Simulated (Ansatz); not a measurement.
Reactions of C$_{3}$H$_{5}$FS (`CC(=S)CF`).

Computed with Ansatz on PBE0-D4/def2-TZVP structures; ΔE is electronic, products minus reactants. CBS: MP2 limit from def2 TZ/QZ plus the TZ coupled-cluster correction, frozen cores. This one scheme is used for every species. DFT in def2-TZVPP. One conformer a species, not always the lowest.

| reaction | CCSD/CBS(def2) (kJ/mol) | HF/CBS(def2) (kJ/mol) | revPBE-D4 (kJ/mol) |
| --- | --- | --- | --- |
| `CC(=S)CF` + `C=N` → `C=NCF` + `CC=S` | 7 | 0 | 5 |
| `CC(=S)CF` + `CCl` → `CC(=S)CCl` + `CF` | 7 | 14 | 6 |
| `CC(=S)CF` + H₂ → `CC=S` + `CF` | -40 | -61 | -23 |
| `CC(=S)CF` + CH₃NH₂ → `CNCF` + `CC=S` | 2 | -4 | 1 |

(1) Give the CCSD(T)/CBS values in the same order. (Estimate.)

Largest T1 diagnostic: 0.016, for `CC=S`.

Results:

(1) The calculation gave: 8, 6, -34, 2 kJ/mol.
